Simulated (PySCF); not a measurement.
Species: 1-chloro-1,1-difluoroethane, C2H3ClF2.
SMILES with atom numbers: `[CH3:1][C:2]([F:3])([F:4])[Cl:5]` (hydrogens: H6, H7, H8 on C1)

The same species was optimised twice, with GFN2-xTB and with PBE0-D3(BJ)/def2-SVP (PySCF), and the same property calculations (PySCF, gas phase) were run on both structures.

| coordinate | GFN2-xTB | PBE0-D3(BJ)/def2-SVP | change |
| --- | --- | --- | --- |
| C1–H6 (Å) | 1.086 | 1.097 | +0.011 |
| C1–H7 (Å) | 1.086 | 1.097 | +0.011 |
| C1–H8 (Å) | 1.089 | 1.099 | +0.010 |
| C2–F4 (Å) | 1.347 | 1.338 | -0.009 |
| C2–F3 (Å) | 1.347 | 1.339 | -0.008 |
| C1–C2 (Å) | 1.508 | 1.501 | -0.007 |
| C2–Cl5 (Å) | 1.792 | 1.787 | -0.005 |
| F3–C2–F4 (°) | 105.6 | 107.1 | +1.5 |
| C1–C2–F3 (°) | 111.6 | 110.9 | -0.7 |
| C1–C2–F4 (°) | 111.6 | 111.1 | -0.5 |
| C2–C1–H7 (°) | 109.5 | 110.0 | +0.5 |
| H6–C1–H7 (°) | 109.9 | 109.5 | -0.4 |
| C1–C2–Cl5 (°) | 112.0 | 111.6 | -0.4 |
| C2–C1–H8 (°) | 108.8 | 108.4 | -0.4 |
| C2–C1–H6 (°) | 109.5 | 109.8 | +0.3 |

Rotational constants: A = 5236, B = 3234, C = 3115 MHz (GFN2-xTB) against A = 5280, B = 3242, C = 3153 MHz (PBE0-D3(BJ)/def2-SVP). Point groups within 0.08 Å: Cs and Cs. Atoms that the bonding makes alike are paired by their places after alignment.

On the GFN2-xTB structure: HOMO (eV) -9.37 [PBE0/pcSseg-1]; LUMO (eV) 0.48 [PBE0/pcSseg-1]; dipole (D) 2.33 [PBE0/pcSseg-1]; GIAO shielding of C1 (ppm) 154.5 [PBE0/pcSseg-1]; GIAO shielding of C2 (ppm) 45.7 [PBE0/pcSseg-1]; GIAO shielding of F3/F4 (mean) (ppm) 229.7 [PBE0/pcSseg-1]; GIAO shielding of Cl5 (ppm) 587.9 [PBE0/pcSseg-1].

**Question.** What do these properties become on the PBE0-D3(BJ)/def2-SVP structure?

**Answer.** 
```csv
property,level,on GFN2-xTB,on PBE0-D3(BJ)/def2-SVP,change
HOMO (eV),PBE0/pcSseg-1,-9.37,-9.35,+0.02
LUMO (eV),PBE0/pcSseg-1,0.48,0.56,+0.08
dipole (D),PBE0/pcSseg-1,2.33,2.24,-0.09
"energy, GFN2-xTB geometry as zero (kcal/mol)",PBE0/pcSseg-1,0.0,-0.1,-0.1
GIAO shielding of C1 (ppm),PBE0/pcSseg-1,154.5,153.0,-1.5
GIAO shielding of C2 (ppm),PBE0/pcSseg-1,45.7,48.6,+2.9
GIAO shielding of F3/F4 (mean) (ppm),PBE0/pcSseg-1,229.7,235.2,+5.5
GIAO shielding of Cl5 (ppm),PBE0/pcSseg-1,587.9,596.2,+8.3
```

The heavy atoms differ by 0.012 Å rms after alignment (one structure mirrored). Among all bonds C1–H6, C1–H7 and C1–H8 change most and about equally (+0.010 to +0.011 Å). Changes are differences of the printed values. Neither structure is proved a minimum here.
